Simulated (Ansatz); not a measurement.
fcc Ca, treated with LDA (Ansatz, a first-principles code, plane waves, PAW).

A relaxed, unreconstructed slab of the (211) face has 12 atoms, two equal faces of 34.973 Å² each and an energy of -21268.5612 eV. A bulk cell of 6 atoms with the same orientation and in-plane k mesh has -10635.6316 eV. Energies are extrapolated to zero smearing.

Run with plane-wave cutoff 500 eV, 6×14×1 k mesh (along the axes of the cell as run), Fermi–Dirac smearing 0.1 eV, scalar-relativistic PAW data made under PBE.

Worked out: γ = (E_slab − N E_bulk per atom)/2A = [-21268.5612 − 12 × (-10635.6316/6)]/(2 × 34.973) = 0.0386 eV/Å². With 16.022 J/m² per eV/Å² this is 0.62 J/m², or 1.35 eV per surface cell and face.
